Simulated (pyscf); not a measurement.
# Routes from H₂N–GaH–Cl + H₂

Candidate steps break at most two bonds and form at most two. Each was searched with GFN2-xTB (tblite) first. Single points on ωB97X-D3(BJ)/def2-SVP structures (PySCF, gas phase). Energies: ωB97M-D3(BJ)/def2-TZVP, kcal/mol, from the separated reactants, singlet surface; ΔG‡ with ideal gas, 1 atm, RRHO with modes under 100 cm⁻¹ raised to 100, one conformer, R ln 2 for chiral ones without a mode under 150 cm⁻¹.

```csv
products,type,ΔE‡,ΔE,ΔG‡ 298 K,ΔG‡ 900 K,ν‡ (cm⁻¹)
Cl–GaH₂ + NH₃,four-centre exchange,23.6,+5.9,33.3,52.7,1379i
H₂N–GaH₂ + HCl,four-centre exchange,34.9,+24.9,43.3,61.4,996i
```

Row 1: On the product side the descent ends in an adduct with a Ga–N contact, 28.0 kcal/mol under the separated species and 43.6 kcal/mol under the saddle at ωB97X-D3(BJ)/def2-TZVP. 

Plain bond fissions and candidates not yet searched are not listed, and one of them may be faster. Each barrier is that of the saddle found; lower ones may exist. Elements up to Kr have no core potential and no relativistic terms here.
